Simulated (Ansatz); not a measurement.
# OF+ (quintet): the correlation ladder, def2-QZVPP

The task here is to estimate one member of a computed series from the others.

Program: Ansatz 0.2.0, Gaussian basis. Level of theory: def2-QZVPP, core rule «outside noble gas», up to 2 orbitals frozen. These are calculated values, not measurements.

The runs, in order: UHF; ROHF; CCSD(T) on UHF.

## The geometry

The geometry is a PBE0/def2-TZVP stationary point (not a proven minimum) of the parent state, kept for this charge and spin.

2 atoms, charge 1, spin multiplicity 5.

Atoms are counted from 1 here; the program's logs count them from 0.

No contacts short enough for the rule that draws bonds.

Set-up of the first run:

in.yaml

```yaml
crystal:
  periodic: [false, false, false]
  atoms:
    - {symbol: O, position_ang: [0.000000, 0.000000, 0.000000]}
    - {symbol: F, position_ang: [0.000000, 0.000000, 1.742500]}
basis:
  gaussian: {orbitals: "def2-QZVPP.json"}
total_charge: 1
magnetization: {spin_polarized: true, initial_magnetization: 4}
hamiltonian: {xc: hf}
output: {orbitals: {seedname: orbitals}}
```

On the command line:

```sh
$ ansatz run in.yaml --threads 1 --pin off --events-out ev --progress --plain --max-ram 2393MiB
```

Steps of the session up to this table: UHF; ROHF; CCSD(T) on UHF.

One table of the session follows, with a row left open; its other results are not shown here.

It belongs to the step «Misses and costs». 

```
  method  from UCCSD(T) (meV)
    ROHF             +10635.1
     UHF             +10267.8
    UMP2               +969.3
   UCCSD                    ?
UCCSD(T)                    0
```

**Question.** Estimate the row for UCCSD.

The run gave: from UCCSD(T) (meV): +244.5. In the column «from UCCSD(T) (meV)» it lies between UCCSD(T) (0) and UMP2 (+969.3).
